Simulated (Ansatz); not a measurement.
A nudged elastic band was laid between two geometries of C2H6N2 (10 atoms, charge 0, multiplicity 1).

Level of theory: RKS PBE0-D4/def2-SVP in Ansatz 0.2.0.

| Quantity | Value |
| --- | --- |
| movable images | 7 |
| climbing image | yes |
| spring | 5.0 eV/Å² |
| optimiser | quadratic models (default) |
| start path | IDPP |
| force threshold | 0.05 eV/Å |
| iteration limit | 60 |
| end points | relaxed |

First end point:

```xyz
10
Properties=species:S:1:pos:R:3
N -1.029 0.967 -0.712
C -0.931 -0.064 0.019
C 0.414 -0.600 0.429
N 1.561 0.124 -0.053
H -2.011 1.190 -0.893
H -1.806 -0.632 0.399
H 0.436 -0.651 1.535
H 0.470 -1.657 0.108
H 1.476 1.097 0.241
H 1.505 0.175 -1.070
```

Last end point:

```xyz
10
Properties=species:S:1:pos:R:3
N -1.630 0.684 0.761
C -0.871 0.058 -0.039
C 0.449 -0.514 0.393
N 1.585 -0.026 -0.365
H -2.469 1.016 0.275
H -1.106 -0.083 -1.117
H 0.581 -0.286 1.463
H 0.412 -1.615 0.303
H 1.628 0.991 -0.322
H 1.505 -0.275 -1.349
```

Q: What changes between the two ends?

A: No bond is made or broken. The dihedral H6–C2–C3–H7 goes from -56 to 178°.

Q: What energy profile does the band end with?

A: The run converged. The highest image is number 5 of 0 to 8, 17.2 kJ/mol above the first end and 4.8 kJ/mol above the last; the last end lies 12.4 kJ/mol above the first. A vibrational analysis at the climbing image gives one clearly imaginary mode, 146i cm⁻¹: a first-order saddle point.

| image | path coordinate (Å) | energy (kJ/mol) | dihedral H6–C2–C3–H7 (°) |
| --- | --- | --- | --- |
| 0 | 0.00 | 0.0 | -56 |
| 1 | 0.38 | 0.9 | -65 |
| 2 | 0.75 | 4.7 | -81 |
| 3 | 1.13 | 10.7 | -98 |
| 4 | 1.50 | 15.6 | -115 |
| 5 | 1.88 | 17.2 | -133 |
| 6 | 2.32 | 15.6 | -152 |
| 7 | 2.75 | 13.3 | -168 |
| 8 | 3.19 | 12.4 | 178 |

Q: What is the geometry of the highest image?

A: 
```xyz
10
Properties=species:S:1:pos:R:3
N -1.208 1.188 0.277
C -0.917 -0.022 0.034
C 0.434 -0.571 0.437
N 1.538 -0.051 -0.350
H -2.130 1.424 -0.101
H -1.594 -0.708 -0.515
H 0.604 -0.310 1.495
H 0.431 -1.671 0.373
H 1.507 0.968 -0.314
H 1.417 -0.298 -1.332
```

Q: What are the harmonic wavenumbers there?

A: 146i, 293, 338, 514, 794, 870, 911, 998, 1121, 1138, 1144, 1259, 1350, 1381, 1427, 1454, 1644, 1773, 3016, 3069, 3131, 3505, 3525, 3609 cm⁻¹.

Run time: 2.9 min on 1 thread of Intel(R) Xeon(R) Processor @ 2.70GHz, with other jobs on the host, peak memory 0.17 GiB.
